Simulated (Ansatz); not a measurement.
**CH4Al2: how energies converge with the basis set**

An exercise on one series of results from a longer session: the logs are not shown, and one member is left open.

The runs use Ansatz 0.2.0, Gaussian basis; one geometry, several basis sets.

Plan: PBE0-D4/def2-SVP; ωB97M-V/def2-SVP; PBE0-D4/def2-QZVPP; ωB97M-V/def2-QZVPP; the functionals' def2-TZVPP values are taken from earlier runs.

1 further run of the same task is left out (it didn't finish).

### The relaxed structure

The geometry comes from an earlier relaxation with PBE0-D4 in a triple-zeta def2 set; it is a stationary point, not always the lowest conformer.

SMILES `[CH2]1[AlH][AlH]1`, 7 atoms, charge 0, spin multiplicity 1.

Atoms are counted from 1 here; the program's logs count them from 0.

Bond lengths: C1–Al2 1.958 Å, C1–Al3 1.958 Å, C1–H4 1.090 Å, C1–H5 1.126 Å, Al2–Al3 2.439 Å, Al2–H6 1.593 Å, Al3–H7 1.593 Å. Angles: Al2–C1–Al3 77.0°, Al2–C1–H4 137.1°, Al2–C1–H5 91.6°, Al3–C1–H4 137.1°, Al3–C1–H5 91.7°, H4–C1–H5 108.4°, C1–Al2–Al3 51.5°, C1–Al2–H6 136.3°, Al3–Al2–H6 167.5°, C1–Al3–Al2 51.5°, C1–Al3–H7 136.3°, Al2–Al3–H7 167.4°.

The first run:

Contents of in.yaml:

```yaml
crystal:
  periodic: [false, false, false]
  atoms:
    - {symbol: C, position_ang: [-0.661670, -0.118702, -0.413429]}
    - {symbol: Al, position_ang: [0.072880, 0.914641, 1.079064]}
    - {symbol: Al, position_ang: [1.158705, -0.820680, -0.246661]}
    - {symbol: H, position_ang: [-1.637462, -0.494025, -0.721729]}
    - {symbol: H, position_ang: [-0.328910, 0.658816, -1.156572]}
    - {symbol: H, position_ang: [-0.506461, 1.870989, 2.214225]}
    - {symbol: H, position_ang: [1.964118, -2.078941, -0.800697]}
basis:
  gaussian: {orbitals: def2-SVP}
hamiltonian: {xc: pbe0, dispersion: d4}
output: {orbitals: {seedname: orbitals}}
```

The run is started by

```console
$ ansatz run in.yaml --threads 2 --pin off --events-out ev --progress --plain --max-ram 4352MiB
```

Steps of the session up to this table: PBE0-D4 in def2-SVP; ωB97M-V in def2-SVP; PBE0-D4 in def2-QZVPP; ωB97M-V in def2-QZVPP.

One table of the session follows, with a row left open; its other results are not shown here.

It belongs to the step «Density functionals: the series». 

```
functional       basis  HOMO (eV)  LUMO (eV)
   PBE0-D4    def2-SVP      -5.66      -2.02
   PBE0-D4  def2-TZVPP          ?          ?
   PBE0-D4  def2-QZVPP      -5.65      -2.05
   ωB97M-V    def2-SVP      -7.44      -0.24
   ωB97M-V  def2-TZVPP      -7.47      -0.33
   ωB97M-V  def2-QZVPP      -7.49      -0.44
```

**Question.** Estimate the row for PBE0-D4, def2-TZVPP.

As computed: HOMO (eV): -5.65; LUMO (eV): -2.04.
